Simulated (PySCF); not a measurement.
Structure with atom numbers: `[CH3:1][n:2]1[cH:3][cH:4][n:5][n:6]1`. Each H is labelled by its parent atom.

GIAO PBE0/pcSseg-1 shifts (PySCF, gas phase, non-relativistic, equivalent atoms averaged), each against references optimised in the same way as the molecule (TMS, NH3).

On the GFN2-xTB geometry: C4 139.1, C3 129.1, C1 36.2, N6 405.5, N5 385.4, N2 257.8, H(C4) 7.83, H(C3) 7.56, H(C1) 4.25 ppm.

Question: What changes on the GFN2-xTB geometry?

Answer: 
| atoms | δ (ppm) | change |
| --- | --- | --- |
| C4 | 139.1 | +0.0 |
| C3 | 129.1 | +0.0 |
| C1 | 36.2 | +0.0 |
| N6 | 405.5 | +0.0 |
| N5 | 385.4 | +0.0 |
| N2 | 257.8 | +0.0 |
| H(C4) | 7.83 | +0.00 |
| H(C3) | 7.56 | +0.00 |
| H(C1) | 4.25 | +0.00 |

Bonds between heavy atoms that differ most (equivalent bonds averaged): C1–N2 1.432 → 1.432 Å. Mean change of bonds to hydrogen: C–H +0.000 Å.
